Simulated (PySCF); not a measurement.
Choosing a molecule for a target property.

Species are written as SMILES; each is one conformer at its optimised geometry, gas phase, non-relativistic unless stated; the electronic structure was computed with PySCF and density fitting.

The conformers computed, where there is a choice (atom-mapped SMILES and torsion angles):
- `[CH2:1]=[C:2]([CH3:3])[C@H:4]([O:5][CH2:6][F:7])[CH:8]([F:9])[F:10]`: C1–C2–C4–O5 -122°, C2–C4–O5–C6 71°, C4–O5–C6–F7 69°, C2–C4–C8–F9 -161°
- `[CH3:1][PH:2][CH2:3][C:4]([CH3:5])([CH3:6])[CH3:7]`: C1–P2–C3–C4 -177°, P2–C3–C4–C5 65°
- `[CH2:1]=[CH:2][P:3]([CH3:4])([CH3:5])([CH3:6])[CH3:7]`: C1–C2–P3–C4 -112°
- `[CH2:1]=[C:2](/[CH:3]=[CH:4]/[C:5]([F:6])([F:7])[F:8])[C:9]([F:10])([F:11])[F:12]`: C1–C2–C3–C4 180°, C3–C4–C5–F6 0°, C1–C2–C9–F10 120°
- `[CH3:1][c:2]1[cH:3][c:4]([CH3:5])[p:6]([NH2:7])[c:8]1[CH3:9]`: H–N7–P6–C4 96°, H–N7–P6–C4 -31°
- `[F:1][C:2]([F:3])([F:4])[C@@:5]12[CH2:6][C@@H:7]1[C@@H:8]2[Cl:9]`: F1–C2–C5–C6 95°

(1) Wanted: smallest rotational constant below 0.8 GHz (GFN2-xTB) and dipole moment below 1 D (PBE0/pcSseg-1), at GFN2-xTB geometries. Which candidate meets both?
A. `n1sncc1`
B. `C=C(C)[C@H](OCF)C(F)F`
C. `N1C2N3C(=NC=NC3=NC=1)N=CN=2`
D. `C=CP(C)(C)(C)C`
E. `CPCC(C)(C)C`
F. `Cc1cc(C)p(N)c1C`
G. `C=C(/C=C/C(F)(F)F)C(F)(F)F`

(2) Wanted: HOMO energy between -8 eV and -6.3 eV (PBE0/pcSseg-1) and HOMO–LUMO gap below 6 eV (PBE0/pcSseg-1), at GFN2-xTB geometries. Which candidate meets both?
A. `Cc1cc(C)p(N)c1C`
B. `FC([C@@]12[C@H](C2)[C@@H]1Cl)(F)F`
C. `C1=NC2=NC=NC3=NC=NC(=N1)N23`
D. `C1=NSN=C1`
E. `C=CP(C)(C)(C)C`
F. `CPCC(C)(C)C`
G. `C=C(C)[C@H](OCF)C(F)F`

Results:

(1) C. Computed values:
```csv
species,smallest rotational constant,dipole moment
C=C(/C=C/C(F)(F)F)C(F)(F)F,0.419 GHz,3.08 D
N1C2N3C(=NC=NC3=NC=1)N=CN=2,0.621 GHz,0.00 D
C=C(C)[C@H](OCF)C(F)F,0.759 GHz,3.25 D
Cc1cc(C)p(N)c1C,0.842 GHz,1.62 D
CPCC(C)(C)C,1.110 GHz,1.22 D
C=CP(C)(C)(C)C,1.615 GHz,0.30 D
n1sncc1,3.676 GHz,1.46 D
```

(2) C. Computed values:
| species | HOMO energy | HOMO–LUMO gap |
| --- | --- | --- |
| FC([C@@]12[C@H](C2)[C@@H]1Cl)(F)F | -8.53 eV | 9.28 eV |
| C1=NSN=C1 | -8.17 eV | 6.58 eV |
| C=C(C)[C@H](OCF)C(F)F | -7.91 eV | 7.66 eV |
| C1=NC2=NC=NC3=NC=NC(=N1)N23 | -7.60 eV | 4.32 eV |
| CPCC(C)(C)C | -6.70 eV | 7.55 eV |
| Cc1cc(C)p(N)c1C | -5.85 eV | 4.91 eV |
| C=CP(C)(C)(C)C | -5.64 eV | 5.67 eV |
